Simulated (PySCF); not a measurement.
## Computed spin Hamiltonian

C4H8Cl (doublet state).
Z-matrix (Å and degrees, GFN2-xTB geometry), rows numbered from 1:
```
C 
C   1  1.4293
C   2  1.5154  1  115.25
C   2  1.5155  1  115.24  3  -134.84
Cl  2  1.9519  1  102.91  3   112.57
H   1  1.0739  2  120.48  3   -28.71
H   1  1.0739  2  120.49  3   163.46
H   3  1.0866  2  110.79  1    49.44
H   3  1.0867  2  110.72  1   170.28
H   3  1.0891  2  109.03  1   -70.21
H   4  1.0867  2  110.72  1  -170.34
H   4  1.0867  2  110.78  1   -49.50
H   4  1.0892  2  109.03  1    70.16
```

The hyperfine couplings belong to this conformer and change with its torsions.

As a line formula: `[CH2]C(C)(C)Cl` [radical].

Level of theory: PySCF, UKS B3LYP, pcH-1 on C Cl H, non-relativistic, mean-field spin-orbit, GIAO. Isolated species at its GFN2-xTB geometry, gas phase. The geometry wasn't refined by DFT: couplings that depend on bond lengths, twists or pyramidal angles can differ widely from those at the functional's own minimum. No stability test was run, so a lower SCF solution isn't excluded.

| Item | Value |
| --- | --- |
| g1, g2, g3 | 2.00217, 2.00230, 2.00725 |
| g_iso | 2.00391 |
| Form of g | close to axial: the two nearest values differ by 2 % of g3 − g1 |
| ⟨S²⟩ | 0.7562 (exact 0.7500) |
| HOMO–LUMO gap, α and β orbitals | 6.38, 5.09 eV |
| Total energy | -617.41354 Eh |

Hyperfine couplings atom by atom, in MHz; T1 to T3 are the principal values of the dipolar part:

| atom | isotope | a_iso | of which spin–orbit | T1 | T2 | T3 | Mulliken spin population |
| --- | --- | --- | --- | --- | --- | --- | --- |
| C1 | 13C | 79.4 | -0.1 | -75.3 | -74.4 | 149.7 | 0.95 |
| C2 | 13C | -2.4 | -0.1 | -5.6 | 0.4 | 5.2 | -0.07 |
| C3 | 13C | 8.3 | 0.0 | -1.6 | -1.0 | 2.5 | 0.00 |
| C4 | 13C | 8.2 | 0.0 | -1.6 | -0.9 | 2.5 | 0.00 |
| Cl5 | 35Cl | 50.8 | 1.4 | -40.3 | -38.0 | 78.3 | 0.19 |
| H6 | 1H | -54.8 | 0.0 | -35.4 | -1.5 | 36.9 | -0.04 |
| H7 | 1H | -54.8 | 0.0 | -35.4 | -1.5 | 36.9 | -0.04 |
| H8 | 1H | -1.6 | 0.0 | -3.1 | -2.2 | 5.3 | 0.00 |
| H9 | 1H | 4.4 | 0.0 | -1.9 | -1.2 | 3.1 | 0.00 |
| H10 | 1H | -0.1 | 0.0 | -3.6 | -2.2 | 5.8 | 0.00 |
| H11 | 1H | 4.3 | 0.0 | -1.9 | -1.2 | 3.1 | 0.00 |
| H12 | 1H | -1.6 | 0.0 | -3.1 | -2.2 | 5.3 | 0.00 |
| H13 | 1H | -0.1 | 0.0 | -3.6 | -2.2 | 5.8 | 0.00 |

The Mulliken spin populations are largest on C1 (+0.95), Cl5 (+0.19) and C2 (-0.07). The positive populations add up to 1.15 and the negative ones to -0.15, together 2S = 1. The angles at C1 add up to 358.9°, so it is planar; its axial dipolar tensor and the negative couplings of its protons fit spin in a p orbital normal to that plane.

Under fast tumbling the dipolar parts average out, and these isotropic splittings remain: 2 × 1H (H6/H7, I = 1/2, 3 lines) with 1.95 mT, 1 × 35Cl (Cl5, I = 3/2, 4 lines) with 1.81 mT and 6 × 1H (H8 (×6), I = 1/2, 7 lines) with 0.03 mT.

Means are taken over nuclei equivalent by connectivity, which assumes that they swap fast. The six 1H nuclei of mean +0.9 MHz run from -1.6 to 4.4 MHz in the frozen geometry.

Main isotope only: 35Cl (natural samples also hold 24 % 37Cl, magnetic too, which adds its own pattern).

The 13C coupling of C1 (79.4 MHz) shows only in satellite lines or after enrichment, since that isotope makes up about 1.07 % of natural carbon.

Examples of negative spin density at the nucleus (bohr⁻³): H6/H7 (-0.0123) and C2 (-0.0021).
